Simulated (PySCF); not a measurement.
# Simulated absorption spectrum

CH3CH2CH2CHFCH3, C5H11F.
InChI=1S/C5H11F/c1-3-4-5(2)6/h5H,3-4H2,1-2H3/t5-/m1/s1

Method: TDDFT wB97X-D/def2-SVPD, vertical, gas phase, core orbitals frozen in the response in PySCF 2.14.0, density-fitted response routines. Geometry: GFN2-xTB, one conformer, isolated molecule. Torsions of this conformer, `[CH3:1][CH2:2][CH2:3][C@@H:4]([CH3:5])[F:6]`: C1–C2–C3–C4 180°, C2–C3–C4–C5 178°.

Broadening: Gaussians 0.4 eV wide at half height, area fixed by f = 4.319×10⁻⁹ ∫ε dν̃. The cross-section is σ = 3.8235×10⁻²¹ ε cm², given in Mb (10⁻¹⁸ cm²). The width is an assumption, not a result. The curve ends short of the highest state used, and states not computed would add to its high-energy end.

λ (nm), σ (Mb) and a bar:
```
    129.8       9.07 ##############################
    130.5       7.68 #########################
    131.2       7.16 ########################
    131.8       7.14 ########################
    132.5       7.31 ########################
    133.2       7.47 #########################
    133.9       7.46 #########################
    134.6       7.20 ########################
    135.2       6.77 ######################
    135.9       6.06 ####################
    136.6       5.19 #################
    137.3       4.23 ##############
    138.0       3.28 ###########
    138.6       2.52 ########
    139.3       1.77 ######
    140.0       1.17 ####
    140.7       0.74 ##
    141.4       0.44 #
    142.0       0.27 #
    142.7       0.14 
    143.4       0.07 
    144.1       0.03 
    144.8       0.02 
    145.4       0.01
```

Question: Where are the band maxima, and which computed states make them?

Answer: 134 nm (9.29 eV), ε about 2000, made up of S1 (32%), S2 (49%) and S3 (14%) (ε in L mol⁻¹ cm⁻¹; maxima over ε = 5, shares over 10%). At its high-energy end, 9.55 eV, the curve is still rising (ε about 2400, from S2, S3, S4, S5 and S7). The states used: S1 9.12 eV (f 0.015); S2 9.32 eV (f 0.015); S3 9.41 eV (f 0.0053); S4 9.61 eV (f 0.0050); S5 9.76 eV (f 0.024); S6 9.83 eV (f 0.0038); S7 9.96 eV (f 0.152); S8 10.15 eV (f 0.017).

Question: Coming from long wavelengths, where does ε first pass 100 L mol⁻¹ cm⁻¹?

Answer: At about 142 nm (8.76 eV), 0.37 eV below S1.

Question: What would ε be at 9.29 eV, the highest of these maxima, with half the width (0.2 eV)?

Answer: About 2430 L mol⁻¹ cm⁻¹ against 1960, a factor of about 1.2; a lone state at its own centre would give exactly 2.

Hardware: one thread, Arm Neoverse N1, shared host. Cost: 62 s of wall time.
